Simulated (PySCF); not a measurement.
Orbital energies and ionisation energy

C3H8O.
Cartesian coordinates in Å at the PBE0-D3(BJ)/def2-SVP level; atoms count from 1:
```xyz
12
C3H8O angstrom
C     -0.0466   -1.6454    0.6901
C      0.4136   -0.3509    0.0656
O     -0.6964    0.4723   -0.1469
C     -0.3739    1.6984   -0.7180
H      0.8056   -2.3182    0.8670
H     -0.7637   -2.1563    0.0306
H     -0.5448   -1.4525    1.6517
H      1.1505    0.1566    0.7245
H      0.9376   -0.5486   -0.8942
H      0.1027    1.5846   -1.7133
H      0.3185    2.2876   -0.0822
H     -1.3029    2.2725   -0.8424
```

The species is `C(C)OC` (C3H8O).

Level: PBE0/def2-SVPD (PySCF). Frontier orbitals with their largest atomic shares (Löwdin; up to four atoms above 4 %):

```tsv
orbital	ε (eV)	main atoms
HOMO−3	-10.30	C1 23 %, C2 22 %, C4 21 %, H12 12 %
HOMO−2	-9.88	C1 27 %, C2 16 %, H7 11 %, H6 11 %
HOMO−1	-9.10	O3 50 %, C2 13 %, C4 12 %, C1 6 %
HOMO	-7.43	?
LUMO	0.82	C4 21 %, C2 19 %, C1 11 %, H8 9 %
LUMO+1	1.29	C1 20 %, C4 15 %, H5 12 %, H10 7 %
LUMO+2	1.94	O3 16 %, H9 12 %, H8 12 %, H6 9 %
```

What vertical ionisation energy does ΔSCF give, and how far is −ε(HOMO) from it?

ΔSCF: 9.74 eV (940 kJ/mol; threshold wavelength 127 nm); ⟨S²⟩ of the doublet left behind is 0.755, against 0.75 for a pure doublet. −ε(HOMO) is 7.43 eV, 2.31 eV below it. For the exact functional −ε(HOMO) would equal the first vertical ionisation energy; PBE0 (global hybrid, 25 % exact exchange) falls short of its own ΔSCF value by 24 %. Holes in the HOMO−1 and HOMO−2 were tried too where these lie within 1.2 eV of the HOMO; the lowest converged state counts.

On which atoms does the HOMO lie?

O3 (ether oxygen) 57 %, C2 (sp3 carbon bound to oxygen) 11 %, C4 (methoxy carbon) 10 %, H9 (methylene hydrogen) 5 %, so more than half of it is on one atom. The HOMO−1 lies 1.67 eV lower.

With α = 45.7 au, estimate the like-pair dispersion coefficient by London's formula C6 = (3/4)α²I.

I = 0.3580 Eh, so C6 ≈ 560 au, a rough estimate.

What kinetic energy would electrons from this vertical process carry with He II light (40.814 eV)?

40.81 − 9.74 = 31.07 eV.

One conformer (not necessarily the lowest) at the PBE0-D3(BJ)/def2-SVP geometry, without solvent, vibrations or thermal averaging.
